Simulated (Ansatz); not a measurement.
CH5BS (`BCS`), relaxed with RKS PBE0-D4/def2-TZVP in Ansatz from a PBE-D4/def2-SVP geometry. The force threshold is 0.005 eV/Å; the program also tests the step.

Total charge 0; spin multiplicity 1.

Start:

```xyz
8

B     0.749   -0.692    0.357
C    -0.380   -0.043   -0.496
S    -0.780    1.731   -0.236
H     1.579   -0.017    0.940
H     0.830   -1.908    0.397
H    -1.300   -0.663   -0.564
H     0.067   -0.103   -1.523
H    -0.765    1.695    1.125
```

Task: How much energy does the relaxation release, and in how many steps? (Estimate.)

Result: The calculation gave: 3.95 kJ/mol, in 39 steps, 8 of them rejected.

Task: Which bonds change most? (Estimate.)

Result: The calculation gave: C2–S3 from 1.837 to 1.811 Å; B1–H5 from 1.220 to 1.198 Å; B1–H4 from 1.217 to 1.197 Å; S3–H8 from 1.361 to 1.341 Å.

Task: Give the relaxed structure. (Best estimate.)

Result: Computed: 
```xyz
8

B     0.672   -0.691    0.401
C    -0.418   -0.065   -0.504
S    -1.088    1.564   -0.084
H     1.228   -0.068    1.259
H     0.995   -1.826    0.199
H    -1.254   -0.764   -0.618
H     0.044   -0.029   -1.505
H    -0.181    1.879    0.852
```
